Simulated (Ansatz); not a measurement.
fcc Pd was calculated with LDA in Ansatz (PAW).

Numerical settings: plane-wave cutoff 520 eV, 24×24×24 k mesh, Fermi–Dirac smearing 0.05 eV, scalar-relativistic PAW data made under PBE.

Energies at three volumes about the minimum:

```
V (Å³/atom)  E − E_lowest (meV/atom)
-----------  -----------------------
13.869                          4.17
14.152                          0.00
14.435                          3.86
```

Task: Fit a parabola by hand: where is the minimum, what lattice constant follows, and what is the bulk modulus?

Result: Slopes: (0.00 − 4.17)/(14.152 − 13.869) = -14.735 and (3.86 − 0.00)/(14.435 − 14.152) = 13.640 meV/Å³. Curvature E″ = 2 × (13.640 − (-14.735))/(14.435 − 13.869) = 100.265 meV/Å⁶. From the middle of the first interval, the slope vanishes at V0 = 14.0105 − (-14.735)/100.265 = 14.157 Å³/atom. B = V0 E″ = 14.157 × 100.265 meV/Å³ × 0.1602 GPa per meV/Å³ = 227 GPa. With 4 atoms in the cube, a = (4 × 14.157)^(1/3) = 3.840 Å. The full Birch–Murnaghan fit to all volumes gives V0 = 14.152 Å³/atom and B0 = 227 GPa.

Measured, for comparison: bulk modulus 195 GPa (zero-point energy and finite temperature contributions removed, sources range from 187 to 198; as tabulated in doi:10.1021/acs.jctc.3c00612); lattice constant a 3.876 Å (static lattice: zero-point anharmonic expansion removed; as tabulated in Mejia-Rodriguez and Trickey (2018), arXiv:1807.09216). Computed less measured: bulk modulus +16 % (+15 % to +21 % over the range).

Ansatz is a quantum-chemistry and plane-wave program.
